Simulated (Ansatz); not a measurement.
**Lithium, bcc: convergence with cold smearing**

Computed with Ansatz, PBE, scalar-relativistic PAW, on the relaxed cell (a = 3.431 Å; spin not included). Errors count from a run at 420 eV on a Γ-centred 21×21×21 mesh with Fermi-Dirac smearing of 0.1 eV, extrapolated to zero width. Fixed here: cutoff 420 eV, mesh 13×13×13. The SCF starts from atomic densities corrected by a trained network.

| width (eV) | E(σ→0) error (meV/atom) | F error (meV/atom) | P (GPa) | SCF iterations |
| --- | --- | --- | --- | --- |
| 0.01 | -1.1 | -1.1 | 0.02 | 3 |
| 0.03 | -1.1 | -1.1 | 0.02 | 3 |
| 0.1 | -1.2 | -1.3 | 0.02 | 3 |
| 0.3 | -1.9 | -2.3 | 0.02 | 3 |
| 0.6 | -1.4 | -4.3 | 0.04 | 3 |
| 1.0 | -2.6 | -14.4 | 0.08 | 3 |

**Question.** What does the run at 0.2 give (width)?

**Answer.** E(σ→0) error (meV/atom): -1.3; F error (meV/atom): -1.7; P (GPa): 0.02; SCF iterations: 3.
